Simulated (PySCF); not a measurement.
# How the method changes the constants of HF

State: ¹Σ⁺ (singlet), closed shell. Set-up: PySCF, no relativity, basis sets H def2-TZVP, F def2-TZVP. De refers to H + F in their high-spin ground configurations, without counterpoise correction. A positive dipole means H(−)F(+).

```json
{"Level": "RHF", "Re (Å)": "0.900", "ωe (cm⁻¹)": "4470", "De (eV)": "4.14", "μ (D)": "-1.98", "CPU s a point (SCF and correlation, without the integrals)": "0.019"}
{"Level": "RHF-MP2", "Re (Å)": "0.922", "ωe (cm⁻¹)": "4143", "De (eV)": "6.01", "μ (D)": "n/a", "CPU s a point (SCF and correlation, without the integrals)": "0.029"}
{"Level": "RHF-SCS-MP2", "Re (Å)": "0.922", "ωe (cm⁻¹)": "4132", "De (eV)": "5.91", "μ (D)": "n/a", "CPU s a point (SCF and correlation, without the integrals)": "n/a"}
{"Level": "RHF-CCSD", "Re (Å)": "0.919", "ωe (cm⁻¹)": "4177", "De (eV)": "5.76", "μ (D)": "n/a", "CPU s a point (SCF and correlation, without the integrals)": "n/a"}
{"Level": "RHF-CCSD(T)", "Re (Å)": "0.921", "ωe (cm⁻¹)": "4142", "De (eV)": "5.83", "μ (D)": "n/a", "CPU s a point (SCF and correlation, without the integrals)": "0.24"}
{"Level": "PBE", "Re (Å)": "0.932", "ωe (cm⁻¹)": "3972", "De (eV)": "6.06", "μ (D)": "-1.90", "CPU s a point (SCF and correlation, without the integrals)": "0.24"}
{"Level": "revPBE", "Re (Å)": "0.932", "ωe (cm⁻¹)": "3971", "De (eV)": "5.89", "μ (D)": "-1.88", "CPU s a point (SCF and correlation, without the integrals)": "0.18"}
{"Level": "r²SCAN", "Re (Å)": "0.923", "ωe (cm⁻¹)": "4088", "De (eV)": "5.90", "μ (D)": "-1.91", "CPU s a point (SCF and correlation, without the integrals)": "0.39"}
{"Level": "PBE0", "Re (Å)": "0.920", "ωe (cm⁻¹)": "4153", "De (eV)": "5.84", "μ (D)": "-1.93", "CPU s a point (SCF and correlation, without the integrals)": "0.57"}
{"Level": "HSE06", "Re (Å)": "0.920", "ωe (cm⁻¹)": "4144", "De (eV)": "5.82", "μ (D)": "-1.93", "CPU s a point (SCF and correlation, without the integrals)": "0.34"}
{"Level": "MN15", "Re (Å)": "0.922", "ωe (cm⁻¹)": "4181", "De (eV)": "6.04", "μ (D)": "-1.97", "CPU s a point (SCF and correlation, without the integrals)": "0.41"}
{"Level": "B2PLYP", "Re (Å)": "0.922", "ωe (cm⁻¹)": "4112", "De (eV)": "5.91", "μ (D)": "-1.97", "CPU s a point (SCF and correlation, without the integrals)": "0.21"}
```

The bond length runs from 0.900 Å (RHF) to 0.932 Å (PBE). De spans 4.14 eV (RHF, mean field) to 6.06 eV (PBE, GGA). Correlation at CCSD(T) changes the Hartree–Fock bond energy by +1.69 eV; the triples alone change it by +0.07 eV.

Correlated steps freeze 1 core orbital. Where the molecule has an RHF reference, its open-shell atoms are computed with UHF. B2PLYP dipoles, levels and charges come from its SCF part alone.

The whole job (state search and all levels along the bond) took about 0.57 min on 1 thread of Arm Neoverse V2 (shared host), peak memory 0.42 GiB.
